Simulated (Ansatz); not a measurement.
The input, for Ansatz 0.2.0:

```yaml
crystal:
  periodic: [false, false, false]
  atoms:
    - {symbol: Si, position_ang: [-0.332808, 0.000000, 0.352536]}
    - {symbol: Be, position_ang: [0.970026, 0.000000, -1.267863]}
    - {symbol: H, position_ang: [0.600267, 0.000000, 1.513048]}
basis:
  gaussian: {orbitals: 6-31G}
magnetization: {spin_polarized: false, initial_magnetization: 3}
correlation: {method: mp2, electrons: outside_noble_gas}
```

```sh
$ ansatz run in.yaml --threads 1 --pin off --events-out ev --progress --plain --max-ram 2393MiB
```

Log:

```
297 factors; integrals over basis functions are off by at most 2.3e-4 eV
mean field evaluation 1: about -8270.8174 eV, gradient 7.2e0 eV
mean field evaluation 2: about -8270.8234 eV, gradient 7.2e0 eV
mean field evaluation 4: about -8272.0070 eV, gradient 9.0e-1 eV
mean field evaluation 8: about -8272.0265 eV, gradient 6.9e-3 eV
mean field -8272.02653207 eV, -303.9913680726 hartree, gradient 2.0e-6 eV, S^2 3.750000; 0 other end points of the search recorded, 0 dependent functions left out
mean field evaluation 16: about -8271.7691 eV, gradient 3.1e0 eV
6 core orbitals not correlated: weight in the atoms' cores, before any rotation towards them, 1.000 or more for the frozen orbitals, at most 0.000 for the correlated occupied ones
reference -8272.02653207 eV, -303.9913680726 hartree; 5, 2 occupied and 13, 16 virtual orbitals, 297 factors
second order -1.10311893 eV of doubles, -0.03102484 eV of singles
Total energy: -8273.16067584 eV, -304.0330470873 hartree
```

Ran on 1 thread of Arm Neoverse V2, shared host: 0.15 s wall, 0.06 GiB peak host memory.
